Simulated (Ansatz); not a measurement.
Width of the whole s-p valence band (eV) of solids drawn from the class of alkali halides, at two levels: PBE in Ansatz (plane waves, PAW), and Hartree–Fock (PAW; Ansatz, a program for electronic structure).

| solid | PBE | Hartree–Fock |
|---|---|---|
| rock-salt LiF | 19.97 | 26.22 |
| rock-salt NaI | 11.02 | 14.85 |
| rock-salt LiBr | 13.44 | ? |
| rock-salt NaCl | 12.66 | 17.41 |
| rock-salt LiCl | 13.38 | 18.40 |
| rock-salt NaF | 18.95 | 24.15 |

Estimate the withheld Hartree–Fock value from the other rows.

One way: carry over the typical difference. The differences Hartree–Fock − PBE of the other rows, in order: 3.83, 4.75, 5.02, 5.20, 6.25; median 5.02. Rock-salt LiBr: 13.44 + (5.02) = 18.46 eV; the run gives 17.99 eV. The differences spread from 3.83 to 6.25, so such an estimate is rough.

Over all 6 rows Hartree–Fock is the larger in 6.

Spin–orbit coupling is left out, also for the solids with elements from indium on (rock-salt NaI); its size isn't shown.

Cells: PBE at the measured cell; Hartree–Fock at the measured cell. Ansatz's density-functional and Hartree–Fock values are scalar-relativistic unless marked +SOC, with PAW data made under PBE.
